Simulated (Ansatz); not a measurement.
**Other spins and charges of BH₂⁻, singlet at one geometry**

Geometry (PBE0/def2-TZVPD stationary point for this spin, not checked as a minimum):

```xyz
3

B     0.0000   -0.1234    0.0000
H     0.0000    0.6616   -0.9691
H     0.0000    0.6616    0.9691
```

Basis 6-31++G** (Cartesian d functions); Ansatz 0.2.0. Correlated methods freeze the noble-gas cores. R marks a restricted (for open shells ROHF) determinant. Active spaces: valence = (6e, 6o) chosen from the atoms' valence shells.

Gaps are energies of the second state less the first, at fixed atoms, for a selection of the levels run; each method lands on the state that its own search finds for that charge and spin.

Removing an electron, to the doublet: 0.210 eV at full CI (singlet A1, doublet ion A1, in C2v).

```
                   level  gap (eV)  error (meV)
                     RHF    -0.709         -919
                    RMP2     0.015         -195
                    CISD     0.044         -166
                   RCCSD     0.144          -66
                 BCCD(T)     0.197          -13
               RCCSDT(Q)     0.209           -1
  NEVPT2 (valence space)    -0.106         -316
  MRCISD (valence space)     0.127          -83
MRCISD+Q (valence space)     0.209           -1
                 wB97M-V     0.533          323
```

Wrong sign: RHF, NEVPT2 (valence space).

In so small a basis the reference is far from its limit while semilocal and hybrid functionals are nearer theirs, so the functionals' errors here hold much of the reference's basis and frozen-core error, which can add to them or hide them.

Full CI is exact within this basis and frozen core; it isn't the basis-set limit.
